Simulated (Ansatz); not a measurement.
in.yaml

```yaml
crystal:
  periodic: [false, false, false]
  atoms:
    - {symbol: Ge, position_ang: [0.000000, 0.000000, 2.061200]}
    - {symbol: Si, position_ang: [0.000000, 0.000000, -0.273700]}
    - {symbol: O, position_ang: [0.000000, 0.000000, -1.787500]}
basis:
  gaussian: {orbitals: cc-pVDZ}
total_charge: 1
magnetization: {spin_polarized: false, initial_magnetization: 1}
correlation: {method: bccd_t, electrons: outside_noble_gas}
```

```sh
$ ansatz run in.yaml --threads 1 --pin off --events-out ev --progress --plain --max-ram 2393MiB
```

Log:

```
641 factors; integrals over basis functions are off by at most 6.4e-4 eV
mean field evaluation 1: about -66347.2629 eV, gradient 7.7e1 eV
mean field evaluation 2: about -66347.2679 eV, gradient 7.7e1 eV
mean field evaluation 4: about -66360.4768 eV, gradient 2.0e1 eV
mean field evaluation 8: about -66362.8376 eV, gradient 2.8e-1 eV
mean field evaluation 16: about -66314.9417 eV, gradient 5.1e1 eV
mean field evaluation 32: about -66360.6426 eV, gradient 6.2e0 eV
mean field evaluation 64: about -66361.2280 eV, gradient 1.6e1 eV
mean field evaluation 96: about -66361.2280 eV, gradient 1.6e1 eV
mean field evaluation 128: about -66355.9716 eV, gradient 1.2e1 eV
mean field evaluation 160: about -66360.1972 eV, gradient 9.7e-4 eV
...
cycle   4  -9.29074076 eV  change    8.5e-3 eV  update   2.1e-3
cycle   5  -9.29035341 eV  change    3.9e-4 eV  update   1.1e-3
cycle   6  -9.29106895 eV  change   -7.2e-4 eV  update   7.3e-4
cycle   7  -9.29097460 eV  change    9.4e-5 eV  update   4.5e-4
cycle   8  -9.29073647 eV  change    2.4e-4 eV  update   2.3e-4
cycle   9  -9.29071632 eV  change    2.0e-5 eV  update   1.2e-4
cycle  10  -9.29077203 eV  change   -5.6e-5 eV  update   7.3e-5
cycle  11  -9.29073287 eV  change    3.9e-5 eV  update   5.3e-5
cycle  12  -9.29075120 eV  change   -1.8e-5 eV  update   2.6e-5
cycle  13  -9.29075738 eV  change   -6.2e-6 eV  update   1.3e-5
perturbative correction -0.55740172 eV, -0.0204841354 hartree
Total energy: -66372.68549840 eV, -2439.1512030440 hartree
```

Ran on 1 thread of Arm Neoverse V1, shared host: 20 s wall, 0.26 GiB peak host memory.
